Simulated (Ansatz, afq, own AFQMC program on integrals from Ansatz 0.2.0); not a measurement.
**Ru, quintet → Ru⁺, quartet**

A free Ru atom.

E(quartet, charge +1) − E(quintet, charge +0) at this geometry, on UHF and UHF determinants.

Basis def2-TZVPP with its core potentials. Noble-gas cores (and the filled d shells of Ga–Kr and In–Xe) are frozen. AFQMC by an in-house program on the Cholesky factors that Ansatz 0.2.0 writes for its CCSD(T) run. ph-AFQMC/CISD is guided by a CISD state made of CCSD amplitudes; releasing the constraint for a short imaginary time cuts its bias at the price of noise, slowly where states lie close. Uncertainties: one standard error, sampling alone. No spin–orbit coupling. The metal's outer-core s and p shells are frozen, which shifts wave-function levels against functionals. The errors of all members are added in quadrature.

No full CI on the walks' own integrals is used here; CCSDT(Q) serves as the reference and is uncertain by about the last step of the cluster series. Each member takes its own surest rung, up to full CI.

Errors are counted within def2-TZVPP, not against nature.

Cautions: no spin-orbit coupling; outer-core shells of the metal frozen; Ru (quintet): the released energies are still falling, so no released level is given (meV from the phaseless value at times in 1/Eh: -5.3 ± 1.5 at 0.24, -7 ± 4 at 0.50, -9.0 ± 1.5 at 1.00, -12.9 ± 2.2 at 1.50), though the last usable value meets CCSDT(Q) within the noise, its ph-AFQMC/CISD value lies 16.6 ± 1.7 meV above CCSDT(Q).

```csv
level,vertical ionization energy (kcal/mol)
MP2,163.2
CCSD,162.1
```

Question: From these cheaper values, estimate the vertical ionization energy at the reference level in def2-TZVPP.

Answer: 163.2 kcal/mol (CCSDT(Q) in def2-TZVPP).

```tsv
level	vertical ionization energy (kcal/mol)	error against CCSDT(Q) (kcal/mol)
HF	145.3	-17.9
CCSD(T)	163.3	0.1
CCSDT	163.2	0.0
ph-AFQMC/CISD	163.1 ± 0.06	-0.1 ± 0.06
```

Correlation beyond CCSD(T) takes off 0.1 kcal/mol. The perturbative (T) step is worth +1.2 kcal/mol.

A walk keeps the symmetry of its determinant, which the program's search chose and which needn't be the lowest solution, so a lower state of the same spin and another symmetry isn't excluded.
